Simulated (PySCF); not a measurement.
Computed IR spectrum (relative IR intensity) of a molecule C6H6O. Geometry: TPSSh-D3(BJ)/def2-SVP. One conformer was computed; it need not be the lowest. These are PySCF 2.14.0 with TPSSh-D3(BJ)/def2-SVP values and carry that method's errors. No scaling factor is applied to the harmonic values.

ν (cm⁻¹): 388 (s), 399 (w), 518 (w), 703 (w), 766 (m), 832 (w), 896 (w), 1044 (vw), 1088 (w), 1167 (w), 1179 (w), 1189 (vs), 1309 (s), 1353 (w), 1395 (w), 1503 (m), 1536 (s), 1652 (m), 1669 (s), 3157 (w), 3187 (w), 3202 (w), 3208 (vw), 3783 (m) (against the strongest line: vs over 80 %, s over 45 %, m over 15 %, w over 4 %, vw less)

Pick the molecule that these values belong to.
A. Oc1ccccc1
B. O=C1C=CCC=C1
C. C#C[C@@H]1CCC1=O
D. C=C=C1C=CCO1

A, Oc1ccccc1
